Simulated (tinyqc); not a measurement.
Pariser-Parr-Pople SCF with singles CI, for the molecule C=CC=C[CH2+] (SMILES; centres numbered as the heavy atoms are written), step by step. One step of it, computed by the program tinyqc.

Problem. Iteration 2: orbitals and new P. Diagonalise F (the basis is taken as orthonormal) and form P = 2 sum c c over the lowest orbitals.

F (eV), lower triangle:
```
,1C,2C,3C,4C,5C
1C,-9.526766
2C,-4.551201,-10.068727
3C,-0.669210,-4.015875,-9.966950
4C,0.312126,0.084230,-4.015875,-10.068727
5C,0.365649,0.312126,-0.669210,-4.551201,-9.526766
```

pi electrons, sum of z_r less the charge = 4

Give: orbital energies; P after iteration 2.

Solution.

orbital energies (eV): -17.3793  -14.8878  -8.5425  -5.1576  -3.1907

P after iteration 2, lower triangle:
```
,1C,2C,3C,4C,5C
1C,0.6665
2C,0.7933,0.9921
3C,0.3505,0.5717,0.6828
4C,-0.2063,-0.0347,0.5717,0.9921
5C,-0.3067,-0.2063,0.3505,0.7933,0.6665
```
